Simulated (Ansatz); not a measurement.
A made-up structure of CH2ClSi, doublet:

Si1  (-0.258, 0.502, -0.373)
C2  (0.564, -0.555, 0.641)
Cl3  (0.925, -1.960, 1.389)
H4  (1.284, -3.221, 1.614)
H5  (0.189, 1.903, -0.457)
(Å)

It is relaxed with PBE-D4/def2-SVP and then PBE0-D4/def2-TZVP (Ansatz 0.2.0). Atoms count as bonded within 1.22 times the sum of their covalent radii (H–H: 0.88 Å). The end point is not checked to be a true minimum.

Q: Does its bonding change? (A judgement: the text doesn't fix the answer.)

A: The calculation gives: No: no bond forms or breaks.

Where it ends: The first stage lowers the energy by 1.47 eV in 13 steps. It ends as CH₂ClSi ([SiH][C][ClH]):
Si1  (-0.478, 0.326, -0.069)
C2  (0.923, -0.470, 0.614)
Cl3  (0.700, -1.843, 1.713)
H4  (1.286, -2.876, 1.154)
H5  (0.273, 1.532, -0.599)
(Å)

Labels in which every atom is bracketed show which atoms are joined, not bond orders.

For scale, one of the runs: PBE0-D4/def2-TZVP relaxation, 117 basis functions, launched by `ansatz run in.yaml --threads 2 --pin off --events-out ev --progress --plain --max-ram 4352MiB`. The run took about 46 s on 2 CPU threads of an AMD EPYC 7B13 (shared host).
